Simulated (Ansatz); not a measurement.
## Property card for HfC

Method: DFT r2SCAN, scalar-relativistic, plane waves, PAW in Ansatz 0.2.0.

Settings: cutoff 500 eV, Γ-centred mesh 16×16×16 on the computed 2-atom cell, Gaussian smearing of 0.10 eV; no spin polarisation.

The structure is relaxed at this level of theory with its symmetry kept.

The structure is cubic, space group Fm-3m (No. 225). Conventional cell: a = 4.641 Å, b = 4.641 Å, c = 4.641 Å, α = 90.00°, β = 90.00°, γ = 90.00°. Hf (site symmetry m-3m) is surrounded by 6 C at 2.32 Å. C (site symmetry m-3m) is surrounded by 6 Hf at 2.32 Å.

- Volume per atom: 12.49 Å³
- Formation energy from the elements' standard states (uncorrected): -1.085 eV/atom
- Generalised Kohn–Sham band gap: none (metal)
- Density of states at the Fermi level: 0.22 states/eV per cell (so small that it hangs on the mesh: a semimetal, or crossings between mesh points)
- Löwdin character within 0.5 eV of the Fermi level: C 2p 61 %, Hf 5d 36 %
- Bulk modulus: 245 GPa
- Its pressure derivative: 3.9
- Bader charges (e): Hf (1 in the cell) 2.07, C (1 in the cell) -2.07

Spin-orbit coupling is left out, which matters for the bands of heavy elements.

Cost: 6 runs of about 1.3 core-minutes in all, on Arm Neoverse V2 (shared hosts).